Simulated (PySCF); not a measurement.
# What an electron can do to Si2

r²SCAN in PySCF with def2-TZVPPD on every atom, for the lowest determinant that a PBE0 search found; no spin–orbit coupling.

```csv
species,state (unpaired electrons),Re (Å),ωe (cm⁻¹),energy of the minimum from the neutral (eV),De (eV),dissociates to
Si2,triplet (π ↑↑),2.261,510,0.00,3.40,Si + Si
Si₂⁺,"quartet (σ ↑, π ↑↑)",2.281,464,7.85,3.87,Si⁺ + Si
```

Q: Work out the lowest energy to break Si2 into atoms, from its vibrational ground state.

A: D0 = De − ωe/2 = 3.40 − 0.03 = 3.37 eV (r²SCAN/def2-TZVPPD).

Q: Work out the ionisation energy of the Si atom at this level and the threshold of dissociative ionisation.

A: IE(Si) = 7.85 + 3.87 − 3.40 = 8.32 eV, so Si⁺ + Si + e⁻ appears at D0 + IE(Si) = 11.69 eV (r²SCAN/def2-TZVPPD). The measured IE(Si) is 8.152 eV (NIST ASD).

These are thermodynamic thresholds; the onsets seen under electron impact lie higher where the geometry changes, and cross-sections peak well above them.

States were picked by a PBE0 search and need not be the measured ground states.
